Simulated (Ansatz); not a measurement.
Potential energy curve for SMILES C(#C)C (C3H4). The C3–H7 bond (C3 also carries C; H7 carries nothing else) is stretched with both fragments frozen at the PBE0/def2-TZVP optimised geometry.

Calculation: Ansatz (a quantum-chemistry and plane-wave program) with restricted CAM-B3LYP/cc-pVTZ.

The batch members p0 to p7 hold the bond at 0.84, 0.91, 0.95, 0.99, 1.04, 1.06, 1.09, 1.14 Å.

Ansatz input:

Ansatz 0.2 input:
```yaml
# input.yaml
basis:
  gaussian: { orbitals: cc-pvtz }
hamiltonian:
  xc: cam_b3lyp
batch:
  members: [p0.yaml, p1.yaml, p2.yaml, p3.yaml, p4.yaml, p5.yaml, p6.yaml, p7.yaml]

# p4.yaml, one of the 8 members of this batch
crystal:
  periodic: [false, false, false]
  atoms:
    - { symbol: C, position_ang: [0.00096061, -0.0006712, -2.64963523] }
    - { symbol: C, position_ang: [0.00065454, -0.00060982, -1.20000138] }
    - { symbol: C, position_ang: [0.0, 0.0, 0.0] }
    - { symbol: H, position_ang: [-0.8824542, -0.51195985, -3.03907814] }
    - { symbol: H, position_ang: [0.0, 1.02010751, -3.03888779] }
    - { symbol: H, position_ang: [0.88556867, -0.51015306, -3.03873913] }
    - { symbol: H, position_ang: [0.0, 0.0, 1.04] }
total_charge: 0
magnetization:
  spin_polarized: false
```

Lines of the output on each member:

```
Member 1: Total energy: -3172.95717996 eV, -116.6040256557 hartree
Member 0: Total energy: -3172.03350667 eV, -116.5700812887 hartree
Member 2: Total energy: -3173.26833637 eV, -116.6154604431 hartree
Member 3: Total energy: -3173.46013400 eV, -116.6225088758 hartree
Member 4: Total energy: -3173.56738140 eV, -116.6264501451 hartree
Member 5: Total energy: -3173.57666424 eV, -116.6267912832 hartree
Member 6: Total energy: -3173.56072808 eV, -116.6262056401 hartree
Member 7: Total energy: -3173.46806209 eV, -116.6228002281 hartree
```

The restricted form behind RKS-CAM-B3LYP keeps the bonding electrons paired and can't separate into open-shell fragments.
